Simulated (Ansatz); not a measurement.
C₂H₃NS (`N=C1CS1`), charge 0, multiplicity 1.

(1) Give a relaxed structure at PBE0-D4/def2-TZVP (the Gaussian-basis code of Ansatz). (Best estimate.)

Answers

(1) Computed: 
Z-matrix (Å, degrees):
```
C
C 1 1.457
S 1 1.845 2 61.8
H 1 1.086 2 118.7 3 -105.3
H 1 1.086 2 118.7 3 105.3
N 2 1.249 1 149.7 3 180.0
H 6 1.020 2 110.7 1 0.0
```
Point group Cs.
